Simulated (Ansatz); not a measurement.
We consider bcc Nb, described by r²SCAN (Ansatz, a quantum-chemistry and plane-wave program, plane waves, PAW).

Numerical settings: plane-wave cutoff 500 eV, 30×30×30 k mesh, Fermi–Dirac smearing 0.1 eV, no spin polarisation, scalar-relativistic PAW data made under PBE.

Computed at the level's own relaxed cell.

Question: What does this level give for the equilibrium volume per atom and lattice constant a?

Answer: 
- equilibrium volume per atom = 18.04 Å³/atom
- lattice constant a = 3.304 Å

Measured, for comparison: equilibrium volume per atom 17.87 Å³/atom, lattice constant a 3.294 Å (static lattice: zero-point anharmonic expansion removed; as tabulated in Mejia-Rodriguez and Trickey (2018), arXiv:1807.09216). Computed (rounded) less measured: equilibrium volume per atom +1.0 %, lattice constant a +0.3 %.

Computed values are for the static lattice.

The result took very roughly 110 core-seconds.
